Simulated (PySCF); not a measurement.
**OF+: from the state search to spectroscopic constants**

One table from this session's results is given with a row withheld; the runs are named, their logs left out.

Method: O def2-SVP, F def2-SVP, no relativity; program: PySCF 2.14.0.

Set-up of the first run:

The job is set up so:

```json
{
 "atoms": "O, F",
 "charge": "1",
 "basis": "O def2-SVP, F def2-SVP",
 "Hamiltonian": "no relativity",
 "basis functions": "28",
 "electrons treated": "16",
 "masses in u": "15.9949, 18.9984",
 "levels": "PBE0, PBE, r²SCAN, B2PLYP, TPSSh, PBEsol, CAM-B3LYP, HF, MP2, SCS-MP2, CCSD, CCSD(T)",
 "grid": "80 radial by 434 angular points",
 "occupations": "held fixed by the projection of orbital angular momentum",
 "dissociation limit": "O+ + F, each in its ground configuration",
 "starting distance in angstrom": "1.315",
 "values of 2S to try": "0, 2, 4"
}
```

The run is started by

```
$ OMP_NUM_THREADS=1 python dia.py task.json out
```

Among the steps run: The job; The PBE0 curve of the state that the search chose; Higher solutions at PBE0; PBE (GGA); r²SCAN (meta-GGA); B2PLYP (double hybrid); TPSSh (hybrid meta-GGA); PBEsol; CAM-B3LYP (range-separated hybrid); UHF (mean field); Adding correlation.

One of the session's tables, all rows but one given; the rest of the session is left out.

It belongs to the step «Constants by level of theory». 

| level | Re (Å) | ωe (cm⁻¹) | De (eV) |
| --- | --- | --- | --- |
| UHF-MP2 | 1.197 | 1721 | 2.31 |
| UHF-SCS-MP2 | 1.203 | 1652 | 2.06 |
| UHF-CCSD | 1.230 | 1309 | 2.16 |
| UHF-CCSD(T) | 1.237 | 1293 | 2.39 |
| PBE | 1.238 | 1346 | 4.72 |
| PBEsol | 1.229 | 1388 | 5.03 |
| r²SCAN | ? | ? | ? |
| TPSSh | 1.227 | 1389 | 3.70 |
| PBE0 | 1.207 | 1491 | 3.53 |
| CAM-B3LYP | 1.211 | 1485 | 3.71 |
| B2PLYP | 1.224 | 1430 | 3.22 |

**Question.** Estimate the row for r²SCAN.

As computed: Re (Å): 1.226; ωe (cm⁻¹): 1395; De (eV): 3.63. In the column «Re (Å)» it lies between B2PLYP (1.224) and TPSSh (1.227).

De is counted to O+ + F in their ground configurations. No constants: UHF (too few points lie around the minimum).
